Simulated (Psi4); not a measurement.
# C2H2N (SMILES [CH2]C#N), run twice

Aim: the energy of C2H2N at UHF/cc-pV(D+d)Z (density fitting, IEF-PCM chloroform).

The results are computed with Psi4 1.11.

2 further runs of the same task are left out: 1 that didn't finish, 1 set aside as unsound or not needed.

## (1) The system as given

C2H2N has 5 atoms, charge 0, and is taken as a doublet. As SMILES, `[CH2]C#N`. The coordinates come from a PBE0-D4/def2-TZVP relaxation.

Bond lengths: C1–C2 1.376 Å, C2–N3 1.165 Å, C1–H4 1.081 Å, C1–H5 1.081 Å. Angles: C1–C2–N3 180.0°, C2–C1–H4 120.0°, C2–C1–H5 120.0°, H4–C1–H5 119.9°.

## (2) First attempt

calc.dat reads:

```
memory 1600 mb

molecule molecule1 {
  0 3
  C     -0.57428777     0.64628633    -0.59979907
  C      0.86568354    -0.99021649     0.81844038
  N      2.08436792    -2.37519677     2.01879442
  H     -2.18660210    -0.05121158    -1.64330584
  H     -0.09486425     2.63106568    -0.67198661
  units bohr
  symmetry c1
}

set reference uhf
set scf_type df
set pcm true

pcm = {
  Units = Angstrom
  Medium {
    SolverType = IEFPCM
    Solvent = Chloroform
  }
  Cavity {
    Type = GePol
    RadiiSet = UFF
    Scaling = False
    Area = 0.4
    Mode = Implicit
  }
}

e, wfn = energy("hf/cc-pV(D+d)Z", return_wfn=True)
```

Launch:

```sh
$ psi4 calc.dat calc.out -n 1
```

calc.out:

```text
Psi4 1.11 release

qcelemental.exceptions.ValidationError: Inconsistent or unspecified chg/mult: sys chg: None, frag chg: [0.0], sys mult: None, frag mult: [3]

Printing out the relevant lines from the Psithon --> Python processed input file:
    from psi4.driver.wrapper_database import database, db, DB_RGT, DB_RXN
    from psi4.driver.wrapper_autofrag import auto_fragments
    psi4_io = core.IOManager.shared_object()
    core.set_memory_bytes(1600000000)

--> molecule1 = geometry("""
      0 3
      C     -0.57428777     0.64628633    -0.59979907
      C      0.86568354    -0.99021649     0.81844038
      N      2.08436792    -2.37519677     2.01879442
      H     -2.18660210    -0.05121158    -1.64330584

!----------------------------------------------------------------------------------!
!                                                                                  !
!  Inconsistent or unspecified chg/mult: sys chg: None, frag chg: [0.0], sys mult: !
!     None, frag mult: [3]                                                         !
!                                                                                  !
!----------------------------------------------------------------------------------!

    Psi4 run time: 0:00:00.01
```

Run time: 0.79 s. Hardware: 1 thread of AMD EPYC 9R45 (Zen 5), shared host; peak memory 0.13 GiB.

## (3) What went wrong

The input was rejected.

The telling line is `qcelemental.exceptions.ValidationError: Inconsistent or unspecified chg/mult: sys chg: None, frag chg: [0.0], sys mult: None, frag mult: [3]`. Cause: the spin state typed doesn't suit the molecule. To mend it: multiplicity 2 in place of 3.

## (4) The mended input

input.inp reads:

```
memory 1.6 GB

molecule geom {
  0 2
  C     -0.57428777     0.64628633    -0.59979907
  C      0.86568354    -0.99021649     0.81844038
  N      2.08436792    -2.37519677     2.01879442
  H     -2.18660210    -0.05121158    -1.64330584
  H     -0.09486425     2.63106568    -0.67198661
  units bohr
  symmetry c1
}

set {
  reference uhf
  scf_type  df
  pcm       true
}

pcm = {
  Units = Angstrom
  Medium {
    SolverType = IEFPCM
    Solvent = Chloroform
  }
  Cavity {
    Type = GePol
    RadiiSet = UFF
    Scaling = False
    Area = 0.4
    Mode = Implicit
  }
}

result, w = energy('scf/cc-pV(D+d)Z', return_wfn=True)
print_variables()
```

Launch:

```sh
$ psi4 -n 1 input.inp input.out
```

input.out:

```text
[...]
  Running in c1 symmetry.
[...]
  Nuclear repulsion =   53.104677035516858
[...]
  Multiplicity = 2
[...]
  Nalpha       = 11
  Nbeta        = 10
[...]
    Number of basis functions: 52
[...]
   @DF-UHF iter   1:  -131.25129483935072   -9.87030e-01   5.92037e-03 ADIIS/DIIS
[...]
   @DF-UHF iter  14:  -131.32380637073081   -1.26748e-08   5.02293e-07 DIIS
[...]
   @S^2 Observed:                9.161463992E-01
[...]
    Orbital Energies [Eh]
    ---------------------
    Alpha Occupied:
       1A    -15.602709     2A    -11.295691     3A    -11.282530
       4A     -1.255510     5A     -1.048267     6A     -0.708309
       7A     -0.642714     8A     -0.594447     9A     -0.563036
      10A     -0.490865    11A     -0.413095
    Alpha Virtual:
      12A      0.185617    13A      0.192852    14A      0.253847
      15A      0.274489    16A      0.373688    17A      0.418075
      18A      0.631229    19A      0.663650    20A      0.706258
      21A      0.713557    22A      0.753255    23A      0.835810
      24A      0.859420    25A      0.896554    26A      0.953248
[...]
  @DF-UHF Final Energy:  -131.32380637073081
   => Energetics <=
    Nuclear Repulsion Energy =             53.1046770355168576
    One-Electron Energy =                -281.7668623828301406
    Two-Electron Energy =                  97.3456473511082550
    PCM Polarization Energy =              -0.0072683745257704
    Total Energy =                       -131.3238063707308072
  UHF NO Occupations:
  HONO-2 :    9  A 1.9786952
[...]
 Multipole Moments:
 ------------------------------------------------------------------------------------
     Multipole            Electronic (a.u.)      Nuclear  (a.u.)        Total (a.u.)
 ------------------------------------------------------------------------------------
 L = 1.  Multiply by 2.5417464519 to convert [e a0] to [Debye]
 Dipole X            :          0.9729989           -1.8871716           -0.9141727
 Dipole Y            :         -1.1057057            2.1446184            1.0389126
 Dipole Z            :          0.9582766           -1.8586655           -0.9003889
 Magnitude           :                                                    1.6509850
[...]
```

Wall time 3.3 s (1 thread of AMD EPYC 9R45 (Zen 5), shared host); peak memory 0.21 GiB.

## (5) Summary of results

Level: UHF/cc-pV(D+d)Z (density fitting, IEF-PCM chloroform).

| quantity | value |
| --- | --- |
| total energy | -131.32381 Eh |
| dipole moment | 4.20 D |
| HOMO energy (highest over α and β) | -11.24 eV |
| LUMO energy (lowest over α and β) | 1.91 eV |
| solvent term in the energy | -19.1 kJ/mol |
| ⟨S²⟩ | 0.916 |

In words: ⟨S²⟩ is 0.92 where a pure doublet has 0.75: the reference is spin-contaminated.
